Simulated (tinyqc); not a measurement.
Inside a calculation. Method: UKS/PBE0 in the sto-6g basis, for H2O, spin multiplicity 3. One step of it, computed by the program tinyqc.

Question. Iteration 2: DIIS coefficients. Solve [B -1; -1 0][c; lambda] = [0; -1] for the coefficients, which sum to one.

B (overlaps of the stored error matrices):
```
                1               2
1   7.9152875e-01  -5.9305443e-01
2  -5.9305443e-01   5.5690106e-01
```

Give: DIIS coefficients.

Answer.

DIIS coefficients: 0.454  0.546
